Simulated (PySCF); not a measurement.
Rotational lines of BCl

Lines J+1 ← J of the vibrational ground state, computed from RHF-CCSD(T) constants of BCl, ¹Σ⁺ (singlet), closed shell (basis B def2-TZVPP, Cl def2-TZVPP; no relativity; PySCF 2.14; masses 11.0093 and 34.9689 u), in MHz:

```csv
J,ν (MHz)
2,121181.8
3,161569.9
4,201952.9
5,242329.7
6,282698.9
```

(1) Find B0 and the effective bond length r0; with αe = 0.00664 cm⁻¹, find Re.

Correlated steps freeze 6 core orbitals. Where the molecule has an RHF reference, its open-shell atoms are computed with UHF.

## Answers

(1) ν = 2B0(J+1) − 4D(J+1)³ gives B0 = 0.67373 cm⁻¹. With the reduced mass μred = 8.3732 u, r0 = √(16.8576/(μred·B0)) (u, cm⁻¹, Å) = 1.7287 Å. Be = B0 + αe/2 = 0.67705 cm⁻¹ gives Re = 1.724 Å.
